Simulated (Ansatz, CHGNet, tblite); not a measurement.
Ladder of methods for the elastic constant C44 of zinc-blende GaP

Reference value: 70 GPa (measured, temperature not stated, no zero-point or thermal correction; as tabulated in Råsander and Moram (2015), arXiv:1505.02379).

Q: Put these levels in order of the elastic constant C44 that they give for zinc-blende GaP, smallest first: CHGNet 0.3.0, GFN1-xTB (tblite), Hartree–Fock (Ansatz, a quantum-chemistry and plane-wave program), r²SCAN (Ansatz).

A: CHGNet 0.3.0 (23.4 GPa), GFN1-xTB (46.2 GPa), r²SCAN (73.1 GPa), Hartree–Fock (82.9 GPa)

Unless a cell is named, each level is at its own relaxed cell (GFN1-xTB 22.64, CHGNet 0.3.0 20.82, r²SCAN 20.25, Hartree–Fock 21.35 Å³/atom).

Differences against the reference: GFN1-xTB -34 %, CHGNet 0.3.0 -67 %, r²SCAN +4.4 %, Hartree–Fock +18.4 %.

The measured value isn't corrected to a static lattice, so vibrations enter the comparison. A static lattice is as a rule stiffer than a warm one, by over a tenth in soft solids.  GFN1-xTB: the method was fitted mainly to molecules. GFN1-xTB: the run uses a supercell at the zone centre in place of a k mesh. Each level is taken at its own relaxed cell. Cutoffs and k meshes differ between the levels. Ansatz's density-functional and Hartree–Fock values are scalar-relativistic unless marked +SOC, with PAW data made under PBE.

Machine-learned potentials (CHGNet 0.3.0) are trained on DFT data: a solid inside that data is no test of them.

Differences are worked out from the printed values.
